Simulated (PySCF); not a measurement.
## SMILES C[C@@H]1C[C@H]1[O-], [C4H7O]-, charge -1

Geometry (Å), atoms numbered from 1 in this order:
```xyz
12

C     1.461    0.191    0.167
C     0.151   -0.112   -0.519
C    -1.084    0.655   -0.084
C    -0.999   -0.865    0.182
O    -1.741   -1.756   -0.369
H     1.874    1.161   -0.144
H     1.318    0.220    1.248
H     2.206   -0.576   -0.055
H     0.245   -0.260   -1.592
H    -0.967    1.354    0.739
H    -1.739    1.016   -0.868
H    -0.723   -1.028    1.269
```

Total charge -1.

Method: TDDFT B3LYP/def2-SVPD circular dichroism and optical rotation, one conformer, gas phase in PySCF. Geometry: GFN2-xTB.

The highest occupied orbital is unbound at this level, so the values depend on the basis.

Problem. Assign R or S to each stereocentre.

Solution. C2 R, C4 R.

Problem. List the lowest 8 singlet excitations with oscillator and rotatory strengths.

Solution. Rotatory strengths R in 10⁻⁴⁰ esu² cm², velocity form and length form (origin at the centre of mass); f in length form.
```csv
state,E (eV),λ (nm),f,R (velocity),R (length),main
1,2.84,436,0.020,+18.8,+18.0,HOMO→LUMO 0.99
2,3.44,361,0.012,-6.2,-5.8,HOMO−1→LUMO 0.98
3,3.57,347,0.011,-4.1,-4.3,"HOMO→LUMO+1 0.51, HOMO→LUMO+2 0.47"
4,3.62,342,0.022,+8.5,+4.1,"HOMO→LUMO+2 0.51, HOMO→LUMO+1 0.47"
5,4.15,299,0.039,+7.5,+9.1,"HOMO−1→LUMO+1 0.58, HOMO−1→LUMO+2 0.39"
6,4.18,297,0.008,-11.9,-12.3,"HOMO−1→LUMO+2 0.54, HOMO−1→LUMO+1 0.32"
7,4.24,292,0.030,-33.4,-27.3,"HOMO→LUMO+3 0.82, HOMO−1→LUMO+1 0.09"
8,4.74,262,0.007,+9.6,+11.2,HOMO−1→LUMO+3 0.95
```

Among the states computed, the strongest CD band (largest |R|) is state 7. The largest dissymmetry factor in size, g = 4R/(D+G), with D and G the electric and magnetic dipole strengths, is -0.013 for state 6 (velocity form, f = 0.006), among bands with |R| over 0.5. The mirror image has the same energies and oscillator strengths and all R with the opposite sign.
